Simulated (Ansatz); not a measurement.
**CH₅O₂+ (SMILES OC[OH2+]): a rigid scan of the bond length C2–O3**

One table from this session's results is given with a row withheld; the runs are named, their logs left out.

Computed with Ansatz 0.2.0, Gaussian basis. Level: single points in def2-TZVPP.

Levels: PBE-D4, r2SCAN-D4, PBE0-D4, B3LYP-D4, wB97M-V, Hartree-Fock, MP2, CCSD, CCSD(T). The scan takes 1.469, 1.528, 1.613, 1.712, 1.822, 1.941, 2.067, 2.199, 2.338 Å.

Cores are frozen in the correlated methods. B3LYP uses VWN-RPA correlation.

181 further runs of the same task are left out: 181 set aside as unsound or not needed.

### Where the work starts

The minimum, relaxed at PBE0-D4: 8 atoms, charge 1, spin multiplicity 1.

Atoms are counted from 1 here; the program's logs count them from 0.

Bond lengths: O1–C2 1.305 Å, O1–H4 0.968 Å, C2–H5 1.089 Å, C2–H6 1.087 Å, O3–H7 0.973 Å, O3–H8 0.973 Å. Angles: C2–O1–H4 113.4°, O1–C2–H5 118.7°, O1–C2–H6 112.3°, H5–C2–H6 116.2°, H7–O3–H8 109.3°.

Coordinates:

```xyz
8
charge 1, multiplicity 1
O    -1.2208    0.7197   -0.0775
C     0.0342    0.4927   -0.3536
O     0.4510   -0.8853    0.4922
H    -1.8336    0.2486   -0.6609
H     0.2965    0.1485   -1.3530
H     0.6950    1.2345    0.0880
H     0.1908   -0.8135    1.4272
H     1.3868   -1.1452    0.4375
```

Energies of the minimum (eV), from earlier single points: PBE-D4 -5200.89444, r2SCAN-D4 -5203.93494, PBE0-D4 -5200.98667, B3LYP-D4 -5206.84376, wB97M-V -5204.61871, CCSD(T) -5197.32372.

At the minimum the bond length C2–O3 is 1.670 Å.

The first run:

pbe-tzvpp/in.yaml reads:

```yaml
crystal:
  periodic: [false, false, false]
  atoms:
    - {symbol: O, position_ang: [-1.220796, 0.719714, -0.077529]}
    - {symbol: C, position_ang: [0.034249, 0.492737, -0.353585]}
    - {symbol: O, position_ang: [0.400898, -0.719648, 0.390493]}
    - {symbol: H, position_ang: [-1.833566, 0.248627, -0.660875]}
    - {symbol: H, position_ang: [0.296458, 0.148478, -1.352959]}
    - {symbol: H, position_ang: [0.695013, 1.234457, 0.088046]}
    - {symbol: H, position_ang: [0.140701, -0.647803, 1.325492]}
    - {symbol: H, position_ang: [1.336720, -0.979496, 0.335852]}
basis:
  gaussian: {orbitals: def2-TZVPP}
total_charge: 1
hamiltonian: {xc: pbe, dispersion: d4}
output: {forces: true}
```

r2scan-tzvpp/in.yaml differs from pbe-tzvpp/in.yaml so:

```diff
-hamiltonian: {xc: pbe, dispersion: d4}
+hamiltonian: {xc: r2scan, dispersion: d4}
```

pbe0-tzvpp/in.yaml:

```diff
-hamiltonian: {xc: pbe, dispersion: d4}
-output: {forces: true}
+hamiltonian: {xc: pbe0, dispersion: d4}
+output: {forces: true, orbitals: {seedname: orbitals}}
```

b3lyp-tzvpp/in.yaml:

```diff
-hamiltonian: {xc: pbe, dispersion: d4}
+hamiltonian: {xc: {name: B3LYP}, dispersion: d4}
```

wb97mv-tzvpp/in.yaml:

```diff
-hamiltonian: {xc: pbe, dispersion: d4}
-output: {forces: true}
+hamiltonian: {xc: {name: wB97M-V}}
```

ccsdt-tzvpp/in.yaml:

```diff
-hamiltonian: {xc: pbe, dispersion: d4}
-output: {forces: true}
+correlation: {method: ccsd_t}
```

The same command starts each run, in its folder.

The run is started by

```bash
$ ansatz run in.yaml --threads 2 --pin off --events-out ev --progress --plain --max-ram 4352MiB
```

Among the steps run: C2–O3 = 1.469 Å; C2–O3 = 1.528 Å; C2–O3 = 1.613 Å; C2–O3 = 1.712 Å; C2–O3 = 1.822 Å; C2–O3 = 1.941 Å; C2–O3 = 2.067 Å; C2–O3 = 2.199 Å; C2–O3 = 2.338 Å.

One of the session's tables, all rows but one given; the rest of the session is left out.

Energies less that of the minimum at the same level (kJ/mol):

```
bond length (Å)  PBE-D4  PBE0-D4  B3LYP-D4  wB97M-V  Hartree-Fock
          1.469    34.0     23.1      31.1     26.2          18.4
          1.528    17.6     10.0      15.6     12.0           6.6
          1.613     4.3      1.3       3.5      2.0           0.1
1.670 (minimum)     0.0      0.0       0.0      0.0           0.0
          1.712    -1.4      0.6      -1.0      0.2           1.4
          1.822     0.0      6.7       1.3      5.1           8.6
          1.941       ?        ?         ?        ?             ?
          2.067    17.8     31.4      19.8     27.7          31.0
          2.199    30.7     46.6      32.6     41.8          43.1
          2.338    44.7     62.1      46.4     56.3          54.8
```

**Question.** Estimate the row for bond length (Å) = 1.941.

Worked estimate for «PBE-D4». A straight line through the neighbours (1.822, 0.0) and (2.067, 17.8) gives 0.0 + (17.8 − 0.0) × (1.941 − 1.822) / (2.067 − 1.822) = 8.6; a parabola fitted to 4 rows on both sides gives 7.1.

The run gave: PBE-D4: 7.0; PBE0-D4: 17.6; B3LYP-D4: 8.9; wB97M-V: 14.9; Hartree-Fock: 19.1. In «PBE-D4» the line misses by +1.6 and the parabola by +0.1.
